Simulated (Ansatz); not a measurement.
Start from `C/C=N/CF` and change one atom or group to get `C/C=N/C`.

Ansatz, PBE0-D4/def2-TZVP geometries, multiplicity 1. Each molecule was computed in one conformer, which needn't be the lowest.

```
                                                                                  property  `C/C=N/CF`
                                                       HOMO–LUMO gap (PBE/def2-TZVPP) / eV        4.62
                                            size of the dipole moment (PBE/def2-TZVPP) / D        3.05
ideal-gas entropy at 298 K and 1 bar (rigid rotor, harmonic PBE0-D4/def2-TZVP) / J/(mol·K)         317
                                                     HOMO energy (ωB97M-V/def2-TZVPP) / eV      -10.09
                                            zero-point energy (PBE0-D4/def2-TZVP) / kJ/mol       235.1
                                        size of the dipole moment (ωB97M-V/def2-TZVPP) / D        3.26
```

Question: Give the same properties after the change, and the shifts. (Estimate.)

Answer: The calculation gave: 
```json
{"property": "HOMO–LUMO gap (PBE/def2-TZVPP) / eV", "`C/C=N/C`": "4.72", "shift": "0.10"}
{"property": "size of the dipole moment (PBE/def2-TZVPP) / D", "`C/C=N/C`": "1.33", "shift": "-1.72"}
{"property": "ideal-gas entropy at 298 K and 1 bar (rigid rotor, harmonic PBE0-D4/def2-TZVP) / J/(mol·K)", "`C/C=N/C`": "294", "shift": "-23"}
{"property": "HOMO energy (ωB97M-V/def2-TZVPP) / eV", "`C/C=N/C`": "-9.57", "shift": "0.52"}
{"property": "zero-point energy (PBE0-D4/def2-TZVP) / kJ/mol", "`C/C=N/C`": "252.8", "shift": "17.7"}
{"property": "size of the dipole moment (ωB97M-V/def2-TZVPP) / D", "`C/C=N/C`": "1.49", "shift": "-1.77"}
```

With PBE0 the HOMO rises by 0.52 eV and the LUMO rises by 0.62 eV, so the gap widens by about 0.10 eV. PBE moves the HOMO by 0.51 eV and ωB97M-V by 0.52 eV. Dipoles are sizes alone; their direction can turn.
